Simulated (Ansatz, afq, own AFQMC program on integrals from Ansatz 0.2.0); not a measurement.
# Where AFQMC and coupled cluster stand for AlSiH$_{3}$, singlet

```xyz
5

Si   -1.6275    0.0088    0.0305
Al    1.9419   -0.0105   -0.0364
H    -2.2042    1.3914    0.0161
H    -2.1921   -0.6560    1.2486
H    -2.2371   -0.6997   -1.1403
```

Connectivity, by distances: SiH3 ··· Al.

Basis cc-pVDZ. Only valence electrons are correlated. Ansatz 0.2.0 and our own AFQMC program on the same integrals; the CISD trial comes from CCSD amplitudes, and released means the phaseless constraint is let go. ± is one standard error of the sampling.

Determinant: UHF, the one that the program's search chose, which needn't be the lowest solution. The geometry is a point of a scan.

No full CI on the walks' own integrals is used here; CCSDT(Q) serves as the reference and is uncertain by about the last step of the cluster series.

Cautions: higher spins were not checked; an unrestricted solution with more broken spin lies lower (82 meV, ⟨S²⟩ 0.39), while this determinant keeps restricted orbitals.

```
T1 diagnostic                               : 0.0181
weight of the determinant in the CISD state : 0.837
⟨S²⟩ of the determinant                     : 0.000
size of the correlated space                : 10 electrons in 41 orbitals
```

```tsv
level	correlation energy (eV)
MP2	-4.1097
CCSD	-5.3188
CCSD(T)	-5.4805
```

Q: Estimate where phaseless AFQMC with a CISD trial lies against CCSD(T) on the same integrals.

A: 0.06 ± 0.45 mEh below CCSD(T). The gap is under twice the noise, so this walk alone can't tell the two apart.

Reference: CCSDT(Q), correlation energy -5.531 eV. The released energy is read at 2.40 1/Eh (meV from the phaseless value at times in 1/Eh: -8 ± 16 at 0.24, -26 ± 17 at 0.51, -20 ± 15 at 0.99, -30 ± 15 at 1.62, -55 ± 23 at 2.40).

```csv
level,E − E(reference) (mEh),share of correlation (%)
CCSD(T),1.87,99.08
CCSDT,0.38,99.81
ph-AFQMC/HF,2.99 ± 1.73,98.53
ph-AFQMC/CISD,1.81 ± 0.45,99.11
released AFQMC,-0.23 ± 0.84,100.11
```

A walk keeps the symmetry of its determinant, which the program's search chose and which needn't be the lowest solution, so a lower state of the same spin and another symmetry isn't excluded. Released energies are given only where the last usable release times agree within the noise; a slower fall can still hide under it.
